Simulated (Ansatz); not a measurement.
This Ansatz (an electronic-structure program) input (PBE/pcseg-0) gives -237.39490 Eh with 29 basis functions. A basis named .json is the Basis Set Exchange file of that set (core-valence sets with the plain set on hydrogen).

Ansatz 0.2 input:
```yaml
crystal:
  periodic: [false, false, false]
  atoms:
    - {symbol: C, position_ang: [-0.14705728, -0.01302798, 0.65292698]}
    - {symbol: F, position_ang: [0.01653730, 1.14223575, -0.25159314]}
    - {symbol: F, position_ang: [-0.01718667, -1.12927050, -0.30451251]}
    - {symbol: H, position_ang: [0.88818797, -0.03851944, 1.08738899]}
basis:
  gaussian:
    orbitals: pcseg-0.json
hamiltonian:
  xc: {name: PBE}
total_charge: -1
magnetization: {spin_polarized: false}
```

Change:
```diff
- orbitals: pcseg-0.json
+ orbitals: def2-TZVP
```

Question: What does the run give now?

Answer: -238.20077 Eh (PBE/def2-TZVP, 99 functions), a change of -805.87 mEh.
